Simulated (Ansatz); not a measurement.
Compare A (`C[O][AlH2]`) with its isomer B (`[CH3][AlH][OH]`).

Program: Ansatz. Geometries: PBE0-D4/def2-TZVP. ΔE: electronic, gas phase. CCSD(T)/CBS is the MP2 limit (def2-TZVPP, def2-QZVPP) plus CCSD(T) − MP2 in def2-TZVPP, frozen cores. Functionals use def2-TZVPP. B3LYP here is the variant with VWN-RPA as its local correlation; programs differ in this. Each species was taken in one conformer, which may not be the lowest.

Question: Which isomer does CCSD(T)/CBS put lower? Give the gap. (Estimate.)

Answer: Ansatz gave: B, by 108.4 kJ/mol.

Question: Give E(B) − E(A) in kJ/mol with CCSD/def2-TZVPP, PBE-D4, HF/def2-TZVPP, PBE0-D4, r2SCAN-D4, B3LYP-D4, B3LYP. (Estimate.)

Answer: The calculation gave: CCSD/def2-TZVPP -103.0, PBE-D4 -104.4, HF/def2-TZVPP -87.2, PBE0-D4 -104.9, r2SCAN-D4 -107.9, B3LYP-D4 -98.9, B3LYP -99.4. None reverses the order clearly.

Question: Does the order hold for the free energy at 298.15 K (harmonic terms from PBE0-D4)? (Estimate.)

Answer: The calculation gave: Yes: G(B) − G(A) = -108.9 kJ/mol, for one conformer each. Modes under 60 cm⁻¹, often nearly free rotors, make the harmonic entropy too high.

Largest T1 diagnostic: 0.012.

In def2-TZVPP, CCSD(T) changes the Hartree–Fock value by −17.3 kJ/mol (the triples alone add −1.4 kJ/mol) and MP2 by −24.4 kJ/mol. Leaving LDA and LC-ωPBE aside and taking each functional with its dispersion term where it has one, the values, not all of them listed here, spread over 10.6 kJ/mol, from r2SCANh-D4 to B97M-V.
